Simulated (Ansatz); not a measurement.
The cluster Li3H3⁻, relaxed as a doublet with UKS PBE-D4/def2-TZVPD in Ansatz, starting from the GFN1-xTB geometry. Force threshold 0.02 eV/Å.

The highest occupied level of the charge -1 doublet lies above zero (up to 1.10 eV). It is a level of α spin, whose loss leaves a singlet; that state wasn't run at this geometry and level. The electron is either unbound and held by the finite basis, or the level is raised by self-interaction error. An occupied level of the charge -1 doublet lies above an empty one (by up to 0.02 eV), so this SCF solution is probably not the lowest. The gap within one spin of the charge -1 doublet nearly closes, so an electron or hole may be smeared out by delocalisation error. Another isomer (doublet) lies 0.05 eV lower at PBE0-D4/def2-TZVPD; other spin states weren't run for this one.

Start:

```xyz
6

Li    0.993   -0.945   -0.265
Li    0.076    1.167   -0.753
Li   -0.330    0.177    1.350
H    -0.017   -1.474    1.022
H     0.497   -0.188   -1.721
H    -1.219    1.264    0.367
```

```json
{"step": "1", "energy (eV)": "-660.5767", "largest force component (eV/Å)": "0.774", "SCF passes": "26"}
{"step": "2", "energy (eV)": "-660.7905", "largest force component (eV/Å)": "0.166", "SCF passes": "37"}
{"step": "3 (rejected)", "energy (eV)": "-660.7803", "largest force component (eV/Å)": "0.222", "SCF passes": "103"}
{"step": "4", "energy (eV)": "-660.8060", "largest force component (eV/Å)": "0.040", "SCF passes": "44"}
{"step": "5", "energy (eV)": "-660.8079", "largest force component (eV/Å)": "0.025", "SCF passes": "50"}
{"step": "6", "energy (eV)": "-660.8100", "largest force component (eV/Å)": "0.040", "SCF passes": "48"}
{"step": "7", "energy (eV)": "-660.8185", "largest force component (eV/Å)": "0.051", "SCF passes": "46"}
{"step": "8", "energy (eV)": "-660.8346", "largest force component (eV/Å)": "0.098", "SCF passes": "103"}
{"step": "9", "energy (eV)": "-660.8415", "largest force component (eV/Å)": "0.191", "SCF passes": "55"}
{"step": "10", "energy (eV)": "-660.8590", "largest force component (eV/Å)": "0.120", "SCF passes": "49"}
{"step": "11", "energy (eV)": "-660.8730", "largest force component (eV/Å)": "0.066", "SCF passes": "69"}
{"step": "12", "energy (eV)": "-660.8800", "largest force component (eV/Å)": "0.041", "SCF passes": "42"}
{"step": "13", "energy (eV)": "-660.8895", "largest force component (eV/Å)": "0.058", "SCF passes": "42"}
{"step": "14", "energy (eV)": "-660.8965", "largest force component (eV/Å)": "0.144", "SCF passes": "46"}
{"step": "15", "energy (eV)": "-660.9024", "largest force component (eV/Å)": "0.064", "SCF passes": "43"}
{"step": "16", "energy (eV)": "-660.9055", "largest force component (eV/Å)": "0.040", "SCF passes": "42"}
{"step": "17", "energy (eV)": "-660.9103", "largest force component (eV/Å)": "0.039", "SCF passes": "40"}
{"step": "18", "energy (eV)": "-660.9591", "largest force component (eV/Å)": "0.115", "SCF passes": "40"}
{"step": "19 (rejected)", "energy (eV)": "-660.9486", "largest force component (eV/Å)": "0.126", "SCF passes": "41"}
{"step": "20", "energy (eV)": "-660.9653", "largest force component (eV/Å)": "0.049", "SCF passes": "42"}
{"step": "21", "energy (eV)": "-660.9655", "largest force component (eV/Å)": "0.040", "SCF passes": "38"}
{"step": "22", "energy (eV)": "-660.9666", "largest force component (eV/Å)": "0.018", "SCF passes": "38"}
```

Force components are those of the run's own axes.

End:

```
atom   x (Å)   y (Å)   z (Å)
 Li1   0.499  -0.751  -0.261
 Li2  -0.160   1.377  -1.355
 Li3  -0.714  -0.084   1.801
  H4   0.241  -1.473   1.308
  H5   0.794  -0.022  -1.818
  H6  -0.659   0.953   0.325
```

By distances, no bond broke or formed, bridged metal pairs apart. The bond that changes most is Li2–H6, from 1.71 to 1.80 Å (atoms count from 1). A close non-bonded pair moves further: Li1–H6, from 3.19 to 2.14 Å. Metal–metal contacts that move far: Li2–Li3 2.36 to 3.52 Å.

No frequencies were taken in this run, so the end may be a saddle point.

Run time 25 s (4 threads of Arm Neoverse V1 on a shared host).
